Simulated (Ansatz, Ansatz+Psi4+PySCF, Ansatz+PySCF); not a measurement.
```
atom   x (Å)    y (Å)    z (Å)
   C  0.0000   0.0000   0.0092
   N  0.0000   0.0000  -1.1784
   H  0.0000   0.9355   0.5846
   H  0.0000  -0.9355   0.5846
```

Basis set: cc-pVTZ (spherical functions). Left uncorrelated: 2 orbitals. Correlation on ROHF uses semicanonical orbitals with singles. Charge 0, multiplicity 2.

Computed with Ansatz (development build ahead of 0.2.0); each method stands on the lowest determinant of its kind that the runs found.

The atomization energy at this shape (free ground-state atoms in the same class of orbitals less the molecule, no zero-point energy) of doublet CH₂N:

```
      method  atomization energy
ROHF-CCSD(T)            14.21 eV
     UHF-MP2            14.16 eV
```

Task: What does ROHF-MP2 give?

Result: 14.31 eV. Caution: the shape is not the minimum. Caution for ROHF-MP2, UHF-MP2: forces differ strongly between restricted and unrestricted references.
